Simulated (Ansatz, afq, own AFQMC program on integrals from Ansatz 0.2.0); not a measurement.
Where AFQMC and coupled cluster stand for Si$_{2}$⁺, doublet

```xyz
2

Si    0.0000    0.0000    0.0000
Si    0.0000    0.0000    2.2861
```

Basis 6-31G. Only valence electrons are correlated. Ansatz 0.2.0 and our own AFQMC program on the same integrals; the CISD trial comes from CCSD amplitudes, and released means the phaseless constraint is let go. ± is one standard error of the sampling.

Determinant: ROHF, the one that the program's search chose, which needn't be the lowest solution. The geometry is a PBE0/def2-TZVP stationary point of this or a neighbouring charge and spin state.

Full CI is exact in this basis; its frozen core comes from its own orbitals, which moves totals by up to a few meV.

Cautions: a spin-contaminated unrestricted determinant lies lower (UHF 1.15 eV lower, ⟨S²⟩ 1.84); the search met a lower determinant of the same kind, perhaps of another symmetry (413 meV lower), and this one is a saddle point; the CCSDT(Q) amplitudes may be one of several solutions (largest double 0.56); the CCSDTQ amplitudes may be one of several solutions (largest double 0.94); the released energy hasn't reached full CI (89 meV above it at 1.62 1/Eh, later times being too noisy to tell), so no released level is given (meV from the phaseless value at times in 1/Eh: -7 ± 4 at 0.24, -10 ± 4 at 0.51, -18 ± 3 at 0.99, -17 ± 3 at 1.62, -10 ± 14 at 2.40); the determinant fills πx and πy unequally, so it mixes two states of the linear molecule, and each level undoes that mixture to a different degree, while full CI gives the lower state; full CI with its own frozen core; a state of higher spin lies lower (by 893 meV).

The T1 diagnostic is 0.0244, the weight of the determinant in the CISD state is 0.855 and the size of the correlated space is 7 electrons in 16 orbitals.

| level | correlation energy (eV) |
| --- | --- |
| MP2 | -2.2992 |
| CCSD | -2.9344 |
| CCSD(T) | -3.0210 |

Estimate where full CI lies against CCSD(T) in the same basis.

2.87 kcal/mol below CCSD(T).

Reference: full CI, correlation energy -3.146 eV. CCSDTQ lies 4.2 meV above full CI, in part by the other frozen core, which shifts every row alike, so rows that close can't be ranked against it. The cautions show a poor starting determinant, so the rows tell how each method copes with it here, and full CI is the sure value.

```
        level  E − E(reference) (kcal/mol)  share of correlation (%)
      CCSD(T)                         2.87                     96.04
        CCSDT                         1.56                     97.85
     CCSDT(Q)                         0.51                     99.29
       CCSDTQ                         0.10                     99.86
ph-AFQMC/CISD                  2.44 ± 0.09                     96.63
```

CCSDT and higher add their correlation energy to the determinant of the CCSD(T) run, since their own runs factorise the integrals more tightly (a shift of under 2 meV).
